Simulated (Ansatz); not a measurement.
Geometry optimisation, Ansatz, RKS PBE0-D4/6-31G*.

The input (input.yaml):

```yaml
crystal:
  periodic: [false, false, false]
  atoms:
    - { symbol: B, position_ang: [0.115598, -0.237236, 0.324485] }
    - { symbol: "N", position_ang: [0.055996, -0.804487, 1.672621] }
    - { symbol: H, position_ang: [-0.807362, -1.077709, 2.115072] }
    - { symbol: H, position_ang: [0.874642, -0.943791, 2.24408] }
    - { symbol: H, position_ang: [1.186814, 0.048396, -0.126774] }
    - { symbol: H, position_ang: [-0.906475, -0.133814, -0.29416] }
    - { symbol: Si, position_ang: [-0.393355, 2.8148, 0.943929] }
    - { symbol: H, position_ang: [-1.81112, 2.948899, 0.507264] }
    - { symbol: H, position_ang: [-0.12113, 3.819177, 2.013311] }
    - { symbol: H, position_ang: [0.503152, 3.083648, -0.214257] }
    - { symbol: H, position_ang: [-0.155659, 1.455116, 1.461329] }
basis:
  gaussian: { orbitals: "6-31G*" }
hamiltonian:
  xc: pbe0
  dispersion: d4
relax:
  f_tol: 0.03
  max_steps: 50
output:
  orbitals: {}
```

Launched with:

```bash
$ ansatz run input.yaml --threads 1 --pin off --max-ram 2048MiB --backend cpu --events-out ev --progress --plain --runs-dir out
```

Question: Where does it end, and by what steps?

Answer: The run converged. The force dipped under the threshold on the way, but the program's further checks kept it going. After 43 steps the energy has fallen by 0.385 eV; H11 moved furthest, 1.51 Å.

```tsv
step	energy less start (eV)	largest force component (eV/Å)	accepted
0	0.0000	2.315	yes
2	-0.2716	0.582	yes
4	-0.3195	0.237	yes
6	-0.3259	0.020	yes
8	-0.3278	0.075	yes
10	-0.3313	0.092	yes
12	-0.3324	0.360	no
14	-0.3366	0.090	yes
16	-0.3375	0.105	yes
18	-0.3386	0.015	yes
20	-0.3392	0.045	yes
22	-0.3401	0.100	yes
24	-0.3374	0.479	no
26	-0.3468	0.096	yes
28	-0.3551	0.305	yes
30	-0.3704	0.325	yes
32	-0.3805	0.101	yes
34	-0.3823	0.044	yes
36	-0.3835	0.070	yes
38	-0.3841	0.041	yes
40	-0.3845	0.035	yes
42	-0.3847	0.029	yes
43	-0.3848	0.029	yes
```

```xyz
11
Properties=species:S:1:pos:R:3
B 0.227 -0.674 -0.004
N -0.114 -0.532 1.338
H -1.067 -0.534 1.672
H 0.568 -0.428 2.075
H 1.387 -0.666 -0.309
H -0.650 -0.799 -0.813
Si -0.360 2.913 1.333
H -1.710 2.323 1.121
H -0.495 4.391 1.465
H 0.526 2.602 0.181
H 0.231 2.376 2.590
```

Time of the run: 110 s on 1 thread of Arm Neoverse V2, on a shared host, peak memory 0.14 GiB.
